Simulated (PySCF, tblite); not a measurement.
Isomers of C5H7F, one GFN2-xTB conformer each. Single-point energies are computed at PBE0/pcSseg-1 (PySCF, gas phase, no added dispersion term), electronic only.

Question: Rank them by PBE0/pcSseg-1 energy, lowest first (kJ/mol).
A. `[CH2:1]=[C:2]=[CH:3][C@@H:4]([CH3:5])[F:6]` with C2–C3–C4–C5 117°
B. `[F:1][CH2:2][C@@H:3]1[C@H:4]2[CH2:5][C@@H:6]12` with F1–C2–C3–C4 156°
C. `[CH2:1]=[CH:2][CH2:3]/[CH:4]=[CH:5]\[F:6]` with C1–C2–C3–C4 118°, C2–C3–C4–C5 120°
D. `[F:1][CH2:2][C@H:3]1[CH:4]=[CH:5][CH2:6]1` with F1–C2–C3–C4 -172°
E. `[F:1][CH2:2][C:3]1=[CH:4][CH2:5][CH2:6]1` with F1–C2–C3–C4 117°

Answer: C (0.0), E (15.6), D (20.7), A (27.5), B (75.4).

As drawn, the lowest has a C=C bond outside aromatic rings, which the highest lacks; the highest has a three-membered ring, which the lowest lacks. Neighbours under 10 kJ/mol apart (FCC1=CCC1 and FC[C@H]1C=CC1; FC[C@H]1C=CC1 and C=C=C[C@@H](C)F) can change places with a better method, another conformer or zero-point energy. GFN2-xTB itself gives, in the same order: 29.1, 0.0, 8.3, 45.8, 63.8. GFN2-xTB puts FCC1=CCC1 lowest instead; measured from each level's own lowest isomer, the values differ by up to 29.1 kJ/mol (C=CC/C=C\F: 29.1 against 0.0).

Q: Which frontier levels, dipoles and rotational constants go with these structures?

A: 
```
                  SMILES  HOMO (eV, PBE0/pcSseg-1)  LUMO (eV)  dipole (D)      A, B, C (MHz)
              C=CC/C=C\F                     -7.31       0.00        1.25  12166, 1567, 1495
               FCC1=CCC1                     -7.40       0.06        1.89   9143, 2261, 2011
           FC[C@H]1C=CC1                     -7.52       0.19        1.71   9213, 2386, 2073
         C=C=C[C@@H](C)F                     -7.78       0.13        1.96   7752, 1899, 1659
FC[C@@H]1[C@H]2C[C@@H]12                     -7.46       1.73        2.14  11916, 2089, 1976
```

Q: What happens when harmonic zero-point energies from GFN2-xTB frequencies are added?

A: 
```tsv
SMILES	ZPE (kJ/mol)	electronic (kJ/mol)	with ZPE (kJ/mol)
C=CC/C=C\F	271.1	0.0	0.0
FCC1=CCC1	275.8	15.6	20.2
FC[C@H]1C=CC1	276.2	20.7	25.8
C=C=C[C@@H](C)F	267.9	27.5	24.3
FC[C@@H]1[C@H]2C[C@@H]12	275.9	75.4	80.1
```

The zero-point energies span 8.3 kJ/mol. The lowest isomer stays, but the order above it changes.
